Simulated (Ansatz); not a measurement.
Species: N2O, charge 1, doublet. N2O+ (parent SMILES [O-][N+]#N, doublet).
B3LYP-D3(BJ)/def2-TZVP minimum from Ansatz (an electronic-structure program):
```
N
N 1 1.1352
O 1 1.1853 2 180.00
```
Charge +1, spin multiplicity 2.

Hartree-Fock and CCSD(T) correlation energies in hartree (Ansatz). UHF or UKS for unpaired electrons; spin-orbit terms are left out. Correlated methods leave the cores frozen. No relativity. The UHF reference of N2O+ (parent SMILES N#[N+][O-], doublet) is spin-contaminated (<S^2> up to 0.27 over the pure value in the sets run). The spin of N2O+ (parent SMILES N#[N+][O-], doublet) was assumed, and the state is the lowest solution found for it.

| basis | X | E(HF) | E(corr, CCSD(T)) |
|---|---|---|---|
| cc-pVTZ | 3 | -183.34288 | -0.59555 |
| cc-pVQZ | 4 | -183.35602 | -0.63175 |
| cc-pV5Z | 5 | -183.35913 | withheld |

Task: Fit E(corr) = E∞ + A/X³ to X = 3 and 4, predict X = 5, and compare with the run.

Result: A = (-0.59555 - (-0.63175))/(1/27 - 1/64) = 1.6906; E∞ = -0.63175 - A/64 = -0.65817; at X = 5, E∞ + A/125 = -0.64464. The run gave -0.64440, 0.24 mEh above the prediction. The same form on X = 4 and 5 gives E∞ = -0.65767, 0.49 mEh above the first estimate.
